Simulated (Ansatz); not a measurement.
# C2H4N: the cost of one run

Computed with Ansatz 0.2.0, Gaussian basis. Level: single points in def2-TZVPP.

Cores are frozen in the correlated methods. B3LYP uses VWN-RPA correlation.

## 1. The system as given

7 atoms, charge 1, spin multiplicity 1.

Atoms are counted from 1 here; the program's logs count them from 0.

Bond lengths: C1–C2 1.383 Å, C1–H4 0.948 Å, C1–H5 1.039 Å, C1–H6 0.998 Å, C2–N3 1.184 Å, N3–H7 0.886 Å. Angles: C2–C1–H4 107.6°, C2–C1–H5 104.8°, C2–C1–H6 113.2°, H4–C1–H5 105.2°, H4–C1–H6 109.2°, H5–C1–H6 116.3°, C1–C2–N3 177.9°, C2–N3–H7 175.0°.

Geometry (Å):

```xyz
7
charge 1, multiplicity 1
C    -0.6631    0.5522   -0.2467
C     0.4048   -0.2332    0.1467
N     1.2908   -0.9358    0.4964
H    -1.3215   -0.0226   -0.6150
H    -0.3043    1.1046   -1.0499
H    -1.0652    1.0723    0.5041
H     1.9516   -1.4252    0.8260
```

## 2. CCSD(T)/def2-TZVPP

Input file run/in.yaml:

```yaml
crystal:
  periodic: [false, false, false]
  atoms:
    - {symbol: C, position_ang: [-0.663100, 0.552200, -0.246700]}
    - {symbol: C, position_ang: [0.404800, -0.233200, 0.146700]}
    - {symbol: N, position_ang: [1.290800, -0.935800, 0.496400]}
    - {symbol: H, position_ang: [-1.321500, -0.022600, -0.615000]}
    - {symbol: H, position_ang: [-0.304300, 1.104600, -1.049900]}
    - {symbol: H, position_ang: [-1.065200, 1.072300, 0.504100]}
    - {symbol: H, position_ang: [1.951600, -1.425200, 0.826000]}
basis:
  gaussian: {orbitals: def2-TZVPP}
total_charge: 1
correlation: {method: ccsd_t}
output: {forces: true}
```

Started as:

```console
$ ansatz run in.yaml --threads 4 --pin off --events-out ev --progress --plain --max-ram 5222MiB
```

**Question.** How long does this run take on 4 threads of Arm Neoverse N1, shared host, and how much memory does it need?

About 57 s, with a peak of 1.8 GiB.
